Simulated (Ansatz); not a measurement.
# BeH+ (singlet): the correlation ladder, cc-pVQZ

Aim: climb from Hartree-Fock through coupled cluster for BeH+ (singlet) at one geometry and basis, and see what each rung misses.

The runs use Ansatz 0.2.0, Gaussian basis; cc-pVQZ, core rule «outside noble gas», up to 1 orbitals frozen.

To be run: UHF; CCSD(T) on RHF; BCCD(T) on RHF; Full CI.

21 further runs of the same task are left out: 9 for a known fault of the program, 4 that didn't finish, 8 set aside as unsound or not needed.

**1. The system**

The geometry is a PBE0/def2-TZVP stationary point (not a proven minimum) of the parent state, kept for this charge and spin.

2 atoms, charge 1, spin multiplicity 1.

Atoms are counted from 1 here; the program's logs count them from 0.

Bond lengths: Be1–H2 1.356 Å.

Geometry (Å):

```xyz
2
BeH
Be    0.00000    0.00000    0.00000
H     0.00000    0.00000    1.35600
```

**2. UHF**

The input, in.yaml:

```yaml
crystal:
  periodic: [false, false, false]
  atoms:
    - {symbol: Be, position_ang: [0.000000, 0.000000, 0.000000]}
    - {symbol: H, position_ang: [0.000000, 0.000000, 1.356000]}
basis:
  gaussian: {orbitals: cc-pVQZ}
total_charge: 1
magnetization: {spin_polarized: true, initial_magnetization: 0}
hamiltonian: {xc: hf}
output: {orbitals: {seedname: orbitals}}
```

The run is started by

```sh
> ansatz run in.yaml --threads 1 --pin off --events-out ev --progress --plain --max-ram 2393MiB
```

The runs that follow: CCSD(T) on RHF; BCCD(T) on RHF; Full CI.

Before running them: what should the planned runs give, taken together? Wanted: FCI below the RHF energy; RMP2 from FCI; RCCSD from FCI; RCCSD(T) from FCI; T1 diagnostic; effectively unpaired electrons.

As calculated:

| quantity | value |
| --- | --- |
| FCI below the RHF energy | -1.0857 eV |
| RMP2 from FCI | +229.0 meV |
| RCCSD from FCI | 0.0 meV |
| RCCSD(T) from FCI | 0.0 meV |
| levels within 1 kcal/mol (43 meV) | RCCSD, RCCSD(T), BCCD(T) |
| T1 diagnostic | 0.012 |
| effectively unpaired electrons | 0.02 |

In words: RCCSD(T) lands 0.0 meV from the yardstick (0.0 % of the correlation energy). One determinant dominates. These misses are within one basis, not against nature. With two correlated electrons CCSD is exact in the basis.
